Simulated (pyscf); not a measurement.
# Routes from Cl–GaH–Cl + ammonia (NH₃)

Candidate steps break at most two bonds and form at most two. Each was searched with GFN2-xTB (tblite) first. Structures and frequencies: ωB97X-D3(BJ)/def2-SVP in PySCF. Energies: ωB97M-D3(BJ)/def2-TZVP, kJ/mol, from the separated reactants, singlet surface; ΔG‡ with ideal gas, 1 atm, RRHO with modes under 100 cm⁻¹ raised to 100, one conformer, R ln 2 for chiral ones without a mode under 150 cm⁻¹.

```
products                            type    ΔE‡     ΔE  ΔG‡ 298 K  ΔG‡ 900 K  ν‡ (cm⁻¹)
------------------  --------------------  -----  -----  ---------  ---------  ---------
H₂N–Ga(Cl)–Cl + H₂  four-centre exchange   81.0  -13.8      116.5      202.7      1366i
Cl–GaH–Cl + NH₃     four-centre exchange  424.3    0.0      449.7      532.6      1468i
```

Row 1: On the reactant side the descent ends in an adduct with a Ga–N contact, 132.7 kJ/mol under the separated species and 204.4 kJ/mol under the saddle at ωB97X-D3(BJ)/def2-TZVP. Row 2: On the reactant side the descent ends in an adduct with a Ga–N contact (not fully relaxed), 132.7 kJ/mol under the separated species and 563.2 kJ/mol under the saddle at ωB97X-D3(BJ)/def2-TZVP. On the product side the descent ends in an adduct with a Ga–N contact, 133.1 kJ/mol under the separated species and 563.6 kJ/mol under the saddle at ωB97X-D3(BJ)/def2-TZVP. 

Plain bond fissions and candidates not yet searched are not listed, and one of them may be faster. Each barrier is that of the saddle found; lower ones may exist. One closed-shell reference is unstable to symmetry breaking; treat the single-reference values with care. Elements up to Kr have no core potential and no relativistic terms here.
